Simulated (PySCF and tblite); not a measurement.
Values are calculated unless marked as measured or tabulated.
C₄H₈O, numbered as in [CH3:1][CH2:2][C:3]([CH3:4])=[O:5].

The ensemble was built from 90 distance-geometry starts (ETKDG and KDG, MMFF94s, GFN2-xTB) and rests on PBE0-D3(BJ)/def2-SVP geometries. Free energies are PBE0-D3(BJ)/def2-TZVP single points with GFN2-xTB rigid-rotor and vibrational terms (modes under about 100 cm⁻¹ blended into free rotors). Symmetry numbers and mirror images are counted. Conformers within 4 kcal/mol (GFN2-xTB free energy) were kept, 5 at most. Codes: tblite and PySCF.

Rotational constants are equilibrium values for the commonest isotopes; dipoles come from the energy level named.

Torsions listed: C1–C2–C3–O5. Of a mirror pair one member is shown.

```tsv
conformer	shape	symmetry	weight %
1	0°	Cs	89.9
2	-91°	C1 (pair)	10.1
```

Sets of constants, in random order:

```tsv
set	A (MHz)	B (MHz)	C (MHz)	abs μa (D)	abs μb (D)	abs μc (D)
P	9614	3620	2765	0.15	2.85	0.00
Q	7626	3812	3029	1.37	2.54	0.62
```

**Question.** Match each set to its conformer.

**Answer.** P is conformer 1, Q is conformer 2.
